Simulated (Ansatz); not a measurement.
Process, species as SMILES: C1CC=1 + 4 [H][H] (H2) → 3 C (CH4)

Wanted: energy of full hydrogenation (electronic), in kcal/mol. Conventions: six Cartesian d functions in 6-31G* and its kin unless marked 5d; valence correlation only; non-relativistic; no dispersion term unless named; spin-orbit terms left out. Basis-set limits of correlation are two-point, X^-3; Hartree-Fock from the larger set. The bracket is a focal-point correction in the basis named. Ab initio and DFT rows: single points at B3LYP-D3(BJ) geometries (Ansatz, a program for electronic structure).

```
species      coefficient  E at PBE/6-31G* (Ansatz), Eh  E at PBE/def2-TZVPD (Ansatz), Eh
-----------  -----------  ----------------------------  --------------------------------
C1=CC1                -1                    -116.45697                        -116.50381
[H][H] (H2)           -4                      -1.16195                          -1.16589
C (CH4)               +3                     -40.44431                         -40.46301
```

Coupled cluster (Ansatz) is a level with limits of its own, used here on species with T1 under 0.025 (0.045 for open shells) and stable references: RI-MP2/CBS(aug-cc-pVTZ,aug-cc-pVQZ)+[CCSD(T)-MP2]/aug-cc-pVTZ. Value to compare with, RI-MP2/CBS(aug-cc-pVTZ,aug-cc-pVQZ)+[CCSD(T)-MP2]/aug-cc-pVTZ (Ansatz): -141.3 kcal/mol. 1 Eh = 627.5095 kcal/mol.

Problem. Compute it at each level from the table, and compare with RI-MP2/CBS(aug-cc-pVTZ,aug-cc-pVQZ)+[CCSD(T)-MP2]/aug-cc-pVTZ (Ansatz).

Solution. 
- PBE/6-31G*: the sum of coefficient times E is -0.22816 Eh, or -143.17 kcal/mol. Result: -143.2 kcal/mol. Its difference against RI-MP2/CBS(aug-cc-pVTZ,aug-cc-pVQZ)+[CCSD(T)-MP2]/aug-cc-pVTZ (Ansatz) is -1.9 kcal/mol.
- PBE/def2-TZVPD: the sum of coefficient times E is -0.22166 Eh, or -139.09 kcal/mol. Result: -139.1 kcal/mol. Its difference against RI-MP2/CBS(aug-cc-pVTZ,aug-cc-pVQZ)+[CCSD(T)-MP2]/aug-cc-pVTZ (Ansatz) is 2.2 kcal/mol.
